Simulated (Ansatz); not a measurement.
Errors in the vertical ionisation energy

8 molecules; the vertical ionisation energy in eV, computed less measured. Shapes, held fixed at every level: PBE0-D4/def2-TZVP. No vibrational averaging. Programs: Ansatz 0.2.0. Measured values: NIST CCCBDB.

Levels: A = HF/def2-TZVPP; B = PBE0-D4/def2-TZVPP; C = CCSD(T)/CBS estimate.

| molecule | measured | A | B | C |
| --- | --- | --- | --- | --- |
| Cl2 (chlorine) | 11.49 | -0.44 | -0.06 | +0.19 |
| HF (hydrogen fluoride) | 16.12 | -1.82 | -0.09 | +0.15 |
| HCN (hydrogen cyanide) | 13.61 | -1.58 | +0.04 | +0.28 |
| C2H2 (acetylene) | 11.49 | -1.68 | -0.19 | +0.05 |
| H2CO (formaldehyde) | 10.88 | -1.42 | -0.13 | +0.12 |
| CH3Cl (chloromethane) | 11.29 | -1.03 | -0.07 | +0.19 |
| C2H4 (ethylene) | 10.68 | -1.72 | -0.15 | +0.10 |
| CH4O (methanol) | 10.96 | -1.27 | -0.17 | +0.23 |

Which level does best on this set, which worst, and which err to one side?


| level | kind | mean error | mean absolute error | worst case |
| --- | --- | --- | --- | --- |
| HF/def2-TZVPP | Hartree–Fock | -1.370 | 1.370 | HF |
| PBE0-D4/def2-TZVPP | global hybrid | -0.103 | 0.113 | C2H2 |
| CCSD(T)/CBS estimate | coupled cluster or CI | +0.164 | 0.164 | HCN |

On this set PBE0-D4/def2-TZVPP has the smallest mean absolute error and HF/def2-TZVPP the largest. HF/def2-TZVPP is too low in 8 of 8; PBE0-D4/def2-TZVPP is too low in 7 of 8; CCSD(T)/CBS estimate is too high in 8 of 8. The levels differ in basis as well as in method. The CBS estimate extrapolates MP2 from def2-TZVPP and def2-QZVPP and adds CCSD(T) − MP2 in the triple-zeta set, cores frozen. The set is small.
